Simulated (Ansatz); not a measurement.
For 2H WS₂, PBE+SOC (Ansatz, a quantum-chemistry and plane-wave program, PAW) gives:

| Item | Result |
|---|---|
| lattice constant a | 3.187 Å |
| c axis length | 14.883 Å |

Q: What does r²SCAN+rVV10 (PAW; Ansatz) give for the same quantities?

A: 
- lattice constant a: 3.170 Å (shrinks by 0.5 %)
- lattice parameter c: 12.491 Å (shrinks by 16 %)

For comparison: lattice constant a 3.153 Å (measured, 300 K, not corrected to a static lattice; as tabulated in arXiv:1605.07067); lattice parameter c 12.323 Å (measured, 300 K, not corrected to a static lattice; as tabulated in arXiv:1605.07067).

Changes are worked out from the printed values.

Unless a cell is named, each level is at its own relaxed cell (PBE+SOC 21.83, r²SCAN+rVV10 18.12 Å³/atom).

Levels without +SOC leave out spin–orbit coupling, which shifts energies and cells of such heavy elements.

Caveats: the cell comes from a level without a dispersion term, which matters for the spacing of layers, chains or molecules (PBE+SOC). Ansatz's density-functional and Hartree–Fock values are scalar-relativistic unless marked +SOC, with PAW data made under PBE.
